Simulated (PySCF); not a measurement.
Below is a simulated gas-phase Si 2p photoelectron spectrum of `[H][Si]([H])(C)Cl` (SiH2MeCl).

Every computed line was given a Gaussian of 0.4 eV full width at half maximum and an area set by the number of equivalent atoms (split 2:1 within a doublet); the highest printed point is 100. The calculation used PySCF 2.14.0, delta-SCF UKS SCAN, pcX-2 on the ionised atom, pcseg-1 elsewhere, spin-free X2C.

binding energy (eV), intensity and a bar:
```
    107.2          1 
    107.3          3 #
    107.4         12 ####
    107.5         35 ##########
    107.6         70 #####################
    107.7        100 ##############################
    107.8        100 ##############################
    107.9         72 #####################
    108.0         40 ############
    108.1         26 ########
    108.2         33 ##########
    108.3         47 ##############
    108.4         52 ###############
    108.5         40 ############
    108.6         22 #######
    108.7          9 ##
    108.8          2 #
    108.9          0
```

Q: How many maxima does the curve show, and how many computed lines lie under it?

A: The curve has 2 maxima (at 107.7 and 108.4 eV). Under it lie 2 lines from 1 inequivalent silicon site, drawn as a 2p3/2, 2p1/2 pair.

Q: Decompose the envelope and assign each component. Bonds: Si1–C4, Si1–Cl8. Hydrogens: H2, H3 on Si1; H5, H6, H7 on C4.

A: 
```json
{"position (eV)": "107.75", "relative area": "0.67", "line": "Si 2p3/2", "atoms": "Si1", "environment": "silicon bonded to C, Cl and 2 H"}
{"position (eV)": "108.38", "relative area": "0.33", "line": "Si 2p1/2", "atoms": "Si1", "environment": "silicon bonded to C, Cl and 2 H"}
```

Q: What are the centre and the root-mean-square width of the whole band?

A: The area-weighted mean of the lines is 107.96 eV. Their own spread about it is 0.30 eV (rms) and each Gaussian has σ = 0.4/2.355 = 0.17 eV; the variances add, which gives 0.34 eV.

Shake-up satellites, vibrational structure and lifetime widths aren't simulated. For 2p shells one spin-free hole was relaxed; a mean-field spin–orbit operator and the ground-state splitting of the three 2p orbitals were then diagonalised within the shell. The shell's mean is (2 × 2p3/2 + 2p1/2)/3, and the degeneracies 2j + 1 give areas of 2:1. 2p1/2 minus 2p3/2 (ligand field included): Si 0.63 eV. Isolated species at its PBE0-D3(BJ)/def2-SVP geometry, gas phase.
